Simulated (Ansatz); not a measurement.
Basis-set extrapolation for `[LiH]` (PBE0-D4/def2-TZVP geometry, all electrons outside any core potential correlated, Ansatz). Multiplicity 1, RHF reference. For Li the program correlates outer-core shells too, which these sets cover unevenly, so the extrapolated numbers aren't a true limit.

```json
{"": "HF", "def2-TZVPP": "-7.986005", "def2-QZVPP": "-7.987108"}
{"": "MP2 correlation", "def2-TZVPP": "-0.057610", "def2-QZVPP": "-0.059778"}
{"": "CCSD(T) correlation", "def2-TZVPP": "-0.070431", "def2-QZVPP": "-0.072334"}
```

Energies in hartree. Use E(X) = E(∞) + A·exp(−7.88·√X) for Hartree–Fock and E(X) = E(∞) + B·X^(−2.97) for correlation, with X = 3 and 4.

Task: What is the CCSD(T) energy at the basis-set limit?

Result: HF limit: -7.987108 + (-0.001103) × 0.13774 = -7.98726. Correlation limit: -0.072334 + (-0.001903) × 0.74074 = -0.07374. Total: -8.06100 hartree, 12.0 kJ/mol below CCSD(T)/def2-TZVPP.
